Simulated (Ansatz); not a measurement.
Geometry optimisation, UKS PBE0-D4/def2-SVP (Ansatz).

The input (input.yaml):

```yaml
crystal:
  periodic: [false, false, false]
  atoms:
    - { symbol: B, position_ang: [-0.022793, 0.0, -0.088857] }
    - { symbol: H, position_ang: [-0.064478, 0.0, 1.109726] }
    - { symbol: H, position_ang: [1.005236, 0.0, -0.713521] }
    - { symbol: Cl, position_ang: [-1.524865, 0.0, -0.964145] }
    - { symbol: H, position_ang: [0.026599, 0.0, 2.971797] }
magnetization:
  spin_polarized: true
  initial_magnetization: 1
basis:
  gaussian: { orbitals: def2-SVP }
hamiltonian:
  xc: pbe0
  dispersion: d4
relax:
  f_tol: 0.03
  max_steps: 50
```

Launched with:

```bash
$ ansatz run input.yaml --threads 1 --pin off --max-ram 2048MiB --backend cpu --events-out ev --progress --plain --runs-dir out
```

Question: Where does it end, and by what steps?

Answer: The run converged. The force dipped under the threshold on the way, but the program's further checks kept it going. After 7 steps the energy has fallen by 0.055 eV; H5 moved furthest, 0.92 Å.

```json
{"step": "0", "energy less start (eV)": "0.0000", "largest force component (eV/Å)": "0.258", "accepted": "yes"}
{"step": "1", "energy less start (eV)": "-0.0100", "largest force component (eV/Å)": "0.131", "accepted": "yes"}
{"step": "2", "energy less start (eV)": "-0.0342", "largest force component (eV/Å)": "0.106", "accepted": "yes"}
{"step": "3", "energy less start (eV)": "-0.0471", "largest force component (eV/Å)": "0.035", "accepted": "yes"}
{"step": "4", "energy less start (eV)": "-0.0529", "largest force component (eV/Å)": "0.017", "accepted": "yes"}
{"step": "5", "energy less start (eV)": "-0.0546", "largest force component (eV/Å)": "0.006", "accepted": "yes"}
{"step": "6", "energy less start (eV)": "-0.0550", "largest force component (eV/Å)": "0.006", "accepted": "yes"}
{"step": "7", "energy less start (eV)": "-0.0550", "largest force component (eV/Å)": "0.018", "accepted": "yes"}
```

```xyz
5
Properties=species:S:1:pos:R:3
B -0.006 0.000 -0.325
H 0.015 0.000 0.877
H 0.985 0.000 -1.006
Cl -1.553 0.000 -1.118
H -0.020 0.000 3.887
```

Whether the end is a true minimum wasn't checked by a vibrational analysis.

The run took 6 s on 1 thread of Intel(R) Xeon(R) 6975P-C (Granite Rapids), with other jobs on the host, peak memory 0.13 GiB.
